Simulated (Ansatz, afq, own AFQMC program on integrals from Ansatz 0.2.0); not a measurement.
## CH$_{2}$B⁻, singlet in aug-cc-pVDZ, levels against CCSDT(Q)

```xyz
4

B     0.0000    0.0000    0.8265
C     0.0000    0.0000   -0.5553
H     0.0000   -0.9252   -1.1237
H     0.0000    0.9252   -1.1237
```

Connectivity, by distances: B–CH2.

Basis aug-cc-pVDZ. Only valence electrons are correlated. Integrals, coupled cluster, full CI and functionals: Ansatz 0.2.0; the random walks run on the same integrals in our own AFQMC program. The CISD trial takes its coefficients from CCSD amplitudes. Released means that phaseless walkers are propagated on without the constraint, phases kept. ± is one standard error of the sampling.

Determinant: RHF, the one that the program's search chose, which needn't be the lowest solution. The geometry is a PBE0/def2-TZVP stationary point of this or a neighbouring charge and spin state.

No full CI on the walks' own integrals is used here; CCSDT(Q) serves as the reference and is uncertain by about the last step of the cluster series.

Cautions: restricted determinant unstable towards unrestricted (UHF 5 meV lower, ⟨S²⟩ 0.10).

```
T1 diagnostic                               : 0.0169
weight of the determinant in the CISD state : 0.864
size of the correlated space                : 10 electrons in 62 orbitals
```

```tsv
level	correlation energy (eV)
MP2	-6.1763
CCSD	-6.9004
CCSD(T)	-7.1994
```

(1) Estimate where phaseless AFQMC with a CISD trial lies against CCSD(T) on the same integrals.

(1) 3.1 ± 0.5 kJ/mol below CCSD(T).

Reference: CCSDT(Q), correlation energy -7.246 eV. The released energy is read at 2.40 1/Eh (meV from the phaseless value at times in 1/Eh: -6 ± 4 at 0.24, -11 ± 3 at 0.51, -12 ± 3 at 0.99, -18 ± 5 at 1.62, -15 ± 5 at 2.40).

```json
{"level": "CCSD(T)", "E − E(reference) (kJ/mol)": "4.5", "share of correlation (%)": "99.36"}
{"level": "CCSDT", "E − E(reference) (kJ/mol)": "2.0", "share of correlation (%)": "99.72"}
{"level": "ph-AFQMC/CISD", "E − E(reference) (kJ/mol)": "1.3 ± 0.5", "share of correlation (%)": "99.81"}
{"level": "released AFQMC", "E − E(reference) (kJ/mol)": "-0.1 ± 0.5", "share of correlation (%)": "100.02"}
```

A walk keeps the symmetry of its determinant, which the program's search chose and which needn't be the lowest solution, so a lower state of the same spin and another symmetry isn't excluded. Released energies are given only where the last usable release times agree within the noise; a slower fall can still hide under it.
